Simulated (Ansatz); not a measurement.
## Correlation methods on OH, doublet

Computed with Ansatz's Gaussian-basis code (development build); BCCD by scripts on PySCF. Nonrelativistic, 6-31G, 1 core orbital frozen. Perturbation and coupled-cluster methods stand on the Hartree–Fock determinant that coupled cluster favours; RHF here means ROHF, with semicanonical perturbation theory. The state met can change along the bond. Small basis; these aren't basis-limit values. The unrestricted determinant is a mixture of spins, so it may stand for another state.

Correlation energy of CCSD(T), then each method's total less that of CCSD(T), in eV:

```
       case  E corr CCSD(T)    CCSD    BCCD  BCCD(T)   determinant
1.310 Å RHF          -3.268  +0.034  +0.039   +0.001             –
1.504 Å RHF          -3.684  +0.056  +0.061   +0.001             –
1.746 Å RHF          -4.350  +0.098  +0.103   +0.002             –
1.940 Å RHF          -4.988  +0.139  +0.142   +0.003             –
2.716 Å UHF          -1.596  +0.011  +0.013    0.000  ⟨S²⟩ = 1.745
```

(1) How far does full CI lie from CCSD(T) in each case, and where is CCSD(T) within 1 kcal/mol (0.043 eV)?

Results:

(1) 1.310 Å RHF: -0.016 eV (within); 1.504 Å RHF: -0.021 eV (within); 1.746 Å RHF: -0.024 eV (within); 1.940 Å RHF: -0.018 eV (within); 2.716 Å UHF: -0.023 eV (within, spin-contaminated determinant).

Several Brueckner solutions were met.
